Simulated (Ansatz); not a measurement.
A run of Ansatz (development build ahead of 0.2.0) on triplet SiS in separate pieces at this shape:

```xyz
2

Si    0.0000    0.0000    0.0000
S     0.0000    0.0000    6.2597
```

Its results:

```json
{"Converged": "yes", "Total energy": "-687.18676 hartree", "Spin squared of the determinant": "2.000", "Stability test": "minimum among restricted orbitals"}
```

Problem. Which input gives this output? Name the method, the orbitals and the basis set, and write the input.

Solution. PBE0 (restricted open-shell) in pcseg-2.

```yaml
crystal:
  periodic: [false, false, false]
  atoms:
    - { symbol: Si, position_ang: [0.0, 0.0, 0.0] }
    - { symbol: S, position_ang: [0.0, 0.0, 6.2597] }
basis:
  gaussian: { orbitals: pcseg-2 }
magnetization:
  initial_magnetization: 2
hamiltonian:
  xc: pbe0
```

Caution: charge can spread falsely over distant fragments; an unrestricted determinant lies well below.
